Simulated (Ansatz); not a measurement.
Input and output for C4H5NS (`Cc1nccs1`).

```yaml
crystal:
  periodic: [false, false, false]
  atoms:
    - {symbol: C, position_ang: [-0.613622, -0.794757, 1.672829]}
    - {symbol: C, position_ang: [-0.172518, -0.188739, 0.388508]}
    - {symbol: N, position_ang: [1.042774, -0.239164, -0.063708]}
    - {symbol: C, position_ang: [1.156691, 0.417689, -1.253778]}
    - {symbol: C, position_ang: [0.016897, 0.982391, -1.730124]}
    - {symbol: S, position_ang: [-1.260889, 0.678150, -0.639409]}
    - {symbol: H, position_ang: [0.186578, -1.431052, 2.048879]}
    - {symbol: H, position_ang: [-1.517003, -1.394633, 1.546705]}
    - {symbol: H, position_ang: [-0.825859, -0.025710, 2.420087]}
    - {symbol: H, position_ang: [2.117966, 0.455214, -1.748938]}
    - {symbol: H, position_ang: [-0.131016, 1.540610, -2.641061]}
basis:
  gaussian: {orbitals: def2-TZVPP}
magnetization: {spin_polarized: true, initial_magnetization: 2}
hamiltonian: {xc: {name: r2SCANh}}
```

```sh
$ ansatz run in.yaml --threads 2 --pin off --events-out ev --progress --plain --max-ram 20480MiB --backend cpu
```

Output, abridged:

```
Functional definition: r2SCANh
1454 factors; their error is unknown
mean field evaluation 1: about -16534.0944 eV, gradient 5.5e1 eV
mean field evaluation 2: about -16472.5612 eV, gradient 1.2e2 eV
mean field evaluation 4: about -16547.7690 eV, gradient 1.7e1 eV
mean field evaluation 8: about -16549.2454 eV, gradient 8.9e-1 eV
mean field evaluation 16: about -16549.2483 eV, gradient 1.4e-2 eV
mean field -16549.24825201 eV, -608.1736557781 hartree, gradient 3.6e-5 eV, S^2 2.038160; 0 other end points of the search recorded, 0 dependent functions left out
reference -16549.24826451 eV, -608.1736562375 hartree; 27, 25 occupied and 240, 242 virtual orbitals, 1454 factors
Total energy: -16549.24826451 eV, -608.1736562375 hartree
```

Hardware: 2 threads of an AMD EPYC 7R13 on a shared host. Wall time 20 s, peak host memory 1 GiB.
